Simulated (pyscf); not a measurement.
**Elimination: `[CH2]=[C]([F])[F]` -> `[CH]#[C][F]` + `[FH]`**

Gas phase, singlet surface, charge 0. Bonds broken: C1–H5, C2–F3. Bonds formed: F3–H5. Structures and frequencies: ωB97X-D3(BJ)/def2-SVP in PySCF. MP2 and CC: frozen core, UHF for open shells. ΔMP2 is the change of the MP2 total energy from the triple- to the quadruple-zeta basis.

Transition state (Å):

```xyz
6

C     -0.4645     0.6071     0.0432
C     -1.5608     0.0576    -0.2360
F     -1.0812    -1.6344     0.1698
F     -2.7692    -0.1209    -0.6066
H     -0.2942    -0.7974     0.3054
H      0.0127     1.5797     0.0572
```

One imaginary mode, 1709i cm⁻¹; descent along it reached the two sides named.

| bond | change | reactant side (Å) | saddle | product side |
|---|---|---|---|---|
| C1–H5 | breaks | 1.090 | 1.439 | 2.228 |
| C2–F3 | breaks | 1.317 | 1.805 | 2.9 |
| F3–H5 | forms | 2.6 | 1.157 | 0.928 |

Electronic energies relative to the reactant's lowest minimum found (kcal/mol):

| level | barrier | reaction energy | reverse barrier |
|---|---|---|---|
| ωB97X-D3(BJ)/def2-TZVP | 91.9 | +53.4 | 38.5 |
| PBE/def2-TZVP | 81.8 | +52.9 | 28.9 |
| r²SCAN/def2-TZVP | 87.3 | +55.8 | 31.6 |
| B3LYP-D3(BJ)/def2-TZVP | 88.7 | +51.1 | 37.6 |
| PBE0-D3(BJ)/def2-TZVP | 89.9 | +55.1 | 34.9 |
| M06-2X/def2-TZVP | 91.3 | +49.9 | 41.4 |
| ωB97M-D3(BJ)/def2-TZVP | 89.1 | +51.0 | 38.1 |
| HF/def2-TZVP | 109.2 | +49.9 | 59.3 |
| MP2/def2-QZVPP | 88.7 | +43.6 | 45.1 |
| CCSD/def2-TZVPP | 94.9 | +47.1 | 47.8 |
| CCSD(T)/def2-TZVPP | 91.0 | +46.9 | 44.1 |
| CCSD(T)/def2-TZVPP + ΔMP2(QZVPP) | 90.5 | +46.2 | 44.3 |

With CCSD(T)/def2-TZVPP + ΔMP2(QZVPP) energies and thermal terms (ideal gas, 1 atm, RRHO with modes under 100 cm⁻¹ raised to 100, one conformer, R ln 2 for rigid chiral ones), in kcal/mol:

```json
[
 {"T (K)": "298", "ΔH‡": "85.7", "ΔG‡": "84.9", "ΔH": "+43.8", "ΔG": "+34.0"},
 {"T (K)": "600", "ΔH‡": "86.0", "ΔG‡": "83.9", "ΔH": "+44.6", "ΔG": "+23.7"},
 {"T (K)": "900", "ΔH‡": "86.0", "ΔG‡": "82.8", "ΔH": "+44.7", "ΔG": "+13.2"},
 {"T (K)": "1200", "ΔH‡": "85.9", "ΔG‡": "81.7", "ΔH": "+44.3", "ΔG": "+2.7"}
]
```

This is the saddle that the search found; another between the same sides may lie lower. The CCSD(T) − MP2 part came from Ansatz, without density fitting, on the same reference.
